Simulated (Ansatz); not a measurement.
**SiCl, quartet: reading a ladder of total energies**

Geometry: a PBE0/def2-TZVP stationary point for this spin. The doublet lies 2.5 eV lower here.

```xyz
2

Si    0.0000    0.0000    0.0000
Cl    0.0000    0.0000    2.0579
```

Basis 6-31G; Ansatz 0.2.0. Correlated methods freeze the noble-gas cores, which leaves 11 electrons in 16 orbitals. R marks a restricted (for open shells ROHF) determinant, U an unrestricted one.

Full CI is exact within this basis and frozen core; it isn't the basis-set limit. The frozen core follows each run's orbitals, which can shift R against U totals by a few meV.

UCCSD has a T1 diagnostic of 0.015 and a largest doubles amplitude of 0.05.

Runs differ by some tens of microhartree through their thresholds and, for an open shell, their frozen cores, so the step to full CI, which has another core, is uncertain by up to 0.1 kcal/mol.

```csv
level,total energy (hartree)
UHF,-748.266160
UMP2,-748.320603
UCCSD,-748.331255
UCCSD(T),-748.332369
UCCSDT,-748.332674
UCCSDT(Q),-748.332685
UCCSDTQ,-748.332679
full CI,-748.332668
```

Q: What is the correlation energy at full CI, and what share of it do UMP2 and UCCSD recover?

A: E(corr) = -748.332668 − (-748.266160) = -0.066508 hartree = -1.810 eV. UMP2: -0.054443 / -0.066508 = 81.86 %. UCCSD: -0.065095 / -0.066508 = 97.88 %.

Q: By how many kcal/mol does UCCSD(T) miss full CI (1 hartree = 627.509 kcal/mol), and which steps make up the rest?

A: -748.332369 − (-748.332668) = 0.000299 hartree = 0.19 kcal/mol. Steps: UCCSDT − UCCSD(T) = -0.19, UCCSDT(Q) − UCCSDT = -0.01, UCCSDTQ − UCCSDT(Q) = 0.00, full CI − UCCSDTQ = 0.01 kcal/mol. That is within 1 kcal/mol of the reference in this basis, which itself misses far more of the correlation at the basis-set limit.
